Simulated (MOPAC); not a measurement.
# PM3 run of C4H9F (1-fluorobutane)

We compute a structure relaxation of C4H9F (1-fluorobutane). 

The results are computed with MOPAC 23.2.5.

4 further runs of the same task are left out: 4 set aside as unsound or not needed.

## (1) The system as given

The species is C4H9F (14 atoms), meant as a singlet with charge 0. As SMILES, `CCCCF`. All atoms were displaced at random from a relaxed shape. The run starts from this shape.

Bond lengths: C1–C2 1.535 Å, C2–C3 1.519 Å, C3–C4 1.525 Å, C4–F5 1.386 Å, C1–H6 1.080 Å, C1–H7 1.107 Å, C1–H8 1.097 Å, C2–H9 1.086 Å, C2–H10 1.105 Å, C3–H11 1.081 Å, C3–H12 1.097 Å, C4–H13 1.080 Å, C4–H14 1.098 Å. Some angles: C1–C2–C3 112.6°, C2–C3–C4 111.8°, C3–C4–F5 109.2°, C1–C2–H9 107.3°, C1–C2–H10 107.6°, C3–C2–H9 108.1°, C3–C2–H10 111.5°, C2–C1–H6 110.5°, C2–C1–H7 111.4°, C2–C1–H8 110.1°.

## (2) A geometry optimisation at PM3

The input, run.mop:

```
PM3 SINGLET GNORM=0.01 GRADIENTS BONDS DISP EF CYCLES=300 AUX(PRECISION=9) THREADS=1
C4H9F charge 0
CCCCF
C     -1.455681 1    -0.659998 1    -0.467466 1
C      0.015838 1    -0.525314 1    -0.883923 1
C      0.699817 1     0.665370 1    -0.234992 1
C      0.857292 1     0.478043 1     1.270475 1
F      1.633465 1     1.508078 1     1.778385 1
H     -1.938621 1    -1.442683 1    -1.033781 1
H     -2.013919 1     0.279037 1    -0.649079 1
H     -1.524279 1    -0.899581 1     0.600692 1
H      0.034098 1    -0.379766 1    -1.960049 1
H      0.522881 1    -1.473281 1    -0.628502 1
H      0.154226 1     1.576407 1    -0.437509 1
H      1.701840 1     0.776576 1    -0.667199 1
H     -0.081279 1     0.518064 1     1.802425 1
H      1.396605 1    -0.447036 1     1.514123 1
```

The run is started by

```
mopac run.mop
```

**Question.** What will come out? Wanted: total energy at the end; dipole moment; HOMO energy; LUMO energy; HOMO–LUMO gap; heat of formation.

Computed results:

Level: PM3.

| quantity | value |
| --- | --- |
| total energy at the end | -38.73198 Eh |
| dipole moment | 1.63 D |
| HOMO energy | -11.69 eV |
| LUMO energy | 2.79 eV |
| HOMO–LUMO gap | 14.48 eV |
| heat of formation | -70.5 kcal/mol |

**Reading.** At the final geometry: Bond lengths: C1–C2 1.513 Å, C2–C3 1.520 Å, C3–C4 1.531 Å, C4–F5 1.360 Å, C1–H6 1.098 Å, C1–H7 1.098 Å, C1–H8 1.099 Å, C2–H9 1.108 Å, C2–H10 1.108 Å, C3–H11 1.108 Å, C3–H12 1.108 Å, C4–H13 1.103 Å, C4–H14 1.103 Å. Some angles: C1–C2–C3 112.7°, C2–C3–C4 111.5°, C3–C4–F5 111.7°, C1–C2–H9 109.3°, C1–C2–H10 110.0°, C3–C2–H9 109.0°, C3–C2–H10 110.0°, C2–C1–H6 111.1°, C2–C1–H7 111.7°, C2–C1–H8 111.9°. The optimisation took 69 steps and changed the energy by -0.093 eV.
